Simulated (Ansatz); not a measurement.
C$_{2}$H$_{5}$NO (`CC(=N)O`). Total charge 0; spin multiplicity 1.

```json
{"atom": "C1", "x (Å)": "0.3073", "y (Å)": "0.9873", "z (Å)": "-0.1327"}
{"atom": "C2", "x (Å)": "-0.1074", "y (Å)": "-0.4403", "z (Å)": "0.0046"}
{"atom": "N3", "x (Å)": "-0.7512", "y (Å)": "-0.9986", "z (Å)": "0.9374"}
{"atom": "O4", "x (Å)": "0.2967", "y (Å)": "-1.1722", "z (Å)": "-1.0499"}
{"atom": "H5", "x (Å)": "1.3944", "y (Å)": "1.0504", "z (Å)": "-0.2160"}
{"atom": "H6", "x (Å)": "-0.1124", "y (Å)": "1.4082", "z (Å)": "-1.0488"}
{"atom": "H7", "x (Å)": "-0.0243", "y (Å)": "1.5761", "z (Å)": "0.7204"}
{"atom": "H8", "x (Å)": "-0.9936", "y (Å)": "-0.3369", "z (Å)": "1.6667"}
{"atom": "H9", "x (Å)": "-0.0094", "y (Å)": "-2.0740", "z (Å)": "-0.8817"}
```

Give the diagnostics of a CCSD(T)/def2-TZVPP run (frozen core, the Gaussian-basis code of Ansatz). (An estimate is asked.)

The calculation gave: T1 = 0.0129, largest single amplitude 0.029, largest double 0.066, (T) share of the correlation energy 4.0 %, 9 CCSD cycles. The RHF solution is stable towards an unrestricted one. T1 lies under the customary mark of 0.02 for closed shells.
